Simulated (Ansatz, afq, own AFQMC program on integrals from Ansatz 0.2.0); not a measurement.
## BNH, quartet: AFQMC among the cluster methods

```yaml
atoms:
  - { symbol: B, position_ang: [0.0000, -0.1852, 0.7730] }
  - { symbol: N, position_ang: [0.0000, 0.0874, -0.7050] }
  - { symbol: H, position_ang: [0.0000, 0.7718, 1.5065] }
```

Connectivity, by distances: BH–N.

Basis cc-pVDZ. Only valence electrons are correlated. AFQMC by an in-house program on the Cholesky factors that Ansatz 0.2.0 writes for its CCSD(T) run. ph-AFQMC/CISD is guided by a CISD state made of CCSD amplitudes; releasing the constraint for a short imaginary time cuts its bias at the price of noise, slowly where states lie close. Error bars are statistical, one sigma.

Determinant: UHF, the one that the program's search chose, which needn't be the lowest solution. The geometry is a PBE0/def2-TZVP stationary point of this or a neighbouring charge and spin state.

No full CI on the walks' own integrals is used here; CCSDTQ serves as the reference and is uncertain by about the last step of the cluster series.

Cautions: lower spins were not checked.

- T1 diagnostic: 0.0215
- weight of the determinant in the CISD state: 0.917
- ⟨S²⟩ of the determinant: 3.760
- size of the correlated space: 9 electrons in 31 orbitals

Reference: CCSDTQ, correlation energy -5.048 eV. The released energy is read at 2.40 1/Eh (meV from the phaseless value at times in 1/Eh: -3.6 ± 1.6 at 0.24, -8.5 ± 1.8 at 0.51, -10.3 ± 1.7 at 0.99, -11.6 ± 1.8 at 1.62, -11.6 ± 2.2 at 2.40).

| level | E − E(reference) (meV) | share of correlation (%) |
| --- | --- | --- |
| HF | 5048.0 | 0.00 |
| MP2 | 979.9 | 80.59 |
| CCSD | 135.7 | 97.31 |
| CCSD(T) | 30.9 | 99.39 |
| CCSDT | 6.5 | 99.87 |
| CCSDT(Q) | 0.2 | 100.00 |
| ph-AFQMC/HF | -6.0 ± 17.3 | 100.12 |
| ph-AFQMC/CISD | 11.5 ± 2.3 | 99.77 |
| released AFQMC | -0.1 ± 2.2 | 100.00 |

CCSDT and higher add their correlation energy to the determinant of the CCSD(T) run, since their own runs factorise the integrals more tightly (a shift of under 2 meV). A walk keeps the symmetry of its determinant, which the program's search chose and which needn't be the lowest solution, so a lower state of the same spin and another symmetry isn't excluded. Released energies are given only where the last usable release times agree within the noise; a slower fall can still hide under it.
